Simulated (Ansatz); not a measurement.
Fluorite BaF2, relaxed in Ansatz (plane waves) with several semilocal functionals. Each gives its own volume and its own bulk modulus:

| level | V0 (Å³/atom) | bulk modulus (GPa) | ln V0 | ln B0 |
|---|---|---|---|---|
| LDA | 18.406 | 71.86 | 2.9127 | 4.2747 |
| r²SCAN | 19.806 | 61.07 | 2.9860 | 4.1120 |
| PBE | 20.312 | 53.94 | 3.0112 | 3.9879 |

Q: Fit a straight line to ln B0 against ln V0. What does it predict for PBEsol, whose volume is 19.267 Å³/atom?

A: With x = ln V0 and y = ln B0: means 2.96997 and 4.12487; Σ(Δx Δy) = -0.01443, Σ(Δx²) = 0.005237, so the slope is -2.76. At x = 2.9584 the line gives y = 4.12487 + (-2.76) × (2.9584 − 2.96997) = 4.1568, or 63.87 GPa. The run with PBEsol gives 61.71 GPa, -3.4 % from the line. The rows used scatter about it by up to 3.2 %, while the largest value lies 33 % above the smallest. For comparison, PBE's own equation of state has B′ = 4.7, the slope −d ln B/d ln V at a fixed functional; the two needn't agree, since functionals also differ at one volume.

Measured: 57 GPa (measured, temperature not stated, no zero-point or thermal correction, our sources range from 56.9 to 59.0; as tabulated in On the Morphology of Group II Metal Fluoride Nanocrystals at Finite Temperature …).

Ansatz's density-functional and Hartree–Fock values are scalar-relativistic unless marked +SOC, with PAW data made under PBE.

Ansatz is a program for electronic structure.
